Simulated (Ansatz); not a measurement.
# BClFH: the cost of one run

Program: Ansatz 0.2.0. Level of theory: RKS B3LYP-D4/def2-SVP. These are calculated values, not measurements.

## Step 1: The starting structure

Bond lengths: B1–F2 1.320 Å, B1–Cl3 1.860 Å, B1–H4 1.190 Å. Angles: F2–B1–Cl3 120.0°, F2–B1–H4 120.0°, Cl3–B1–H4 120.0°.

Structure file:

```xyz
4

B     0.0000    0.0000    0.0000
F     0.0000    0.0000    1.3200
Cl    1.6108    0.0000   -0.9300
H    -1.0305    0.0000   -0.5950
```

## Step 2: Preparing the start

input.yaml

```yaml
crystal:
  periodic: [false, false, false]
  atoms:
    - { symbol: B, position_ang: [0.0, 0.0, 0.0] }
    - { symbol: F, position_ang: [0.0, 0.0, 1.32] }
    - { symbol: Cl, position_ang: [1.6108, 0.0, -0.93] }
    - { symbol: H, position_ang: [-1.0305, 0.0, -0.595] }
basis:
  gaussian: { orbitals: def2-SVP }
hamiltonian:
  xc: b3lyp
  dispersion: d4
relax:
  f_tol: 0.02
  max_steps: 40
```

Run with:

```
ansatz run input.yaml --threads 1 --pin off --max-ram 2048MiB --backend cpu --events-out ev --progress --plain --runs-dir out
```

**Question.** How long does this run take on 1 thread of Arm Neoverse V2, shared host, and how much memory does it need?

About 6.9 s, with a peak of 0.12 GiB.
